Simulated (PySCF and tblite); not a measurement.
Results of a calculation; reference values are marked as such.
System: methacrylic acid, C4H6O2, numbered as in [CH2:1]=[C:2]([CH3:3])[C:4](=[O:5])[OH:6].

For the shift of H on O6 from O6 to O5: electronic barrier 31.83 kcal/mol, zero-point change -3.19 kcal/mol, thermal and entropy terms at 200 K a further -0.07 kcal/mol (symmetry numbers apart). The minimum is Cs, the saddle Cs. Geometries: PBE0-D3(BJ)/def2-SVP; energies: PBE0/pcSseg-1 + D3(BJ); zero-point and thermal terms from GFN2-xTB harmonic modes (soft modes blended into free rotors). Rate constants are transition-state-theory values, counting equivalent paths, without tunnelling. Run with tblite and PySCF.

(1) How many equivalent paths lead out of the minimum?

(2) Work out the rate at 200 K.

Tunnelling of the moving H, left out here, will speed the real process. In real samples such hydrogens mostly exchange between molecules or through solvent, far faster than by this path.

## Answers

(1) 1: the symmetry number of the minimum is 1, that of the saddle displaced along its mode 1.

(2) ΔG‡ = 28.57 kcal/mol; k_B T/h = 4.2×10¹² s⁻¹; exp(−ΔG‡/RT) = 6×10⁻³²; times 1 gives k = 2.5×10⁻¹⁹ s⁻¹.
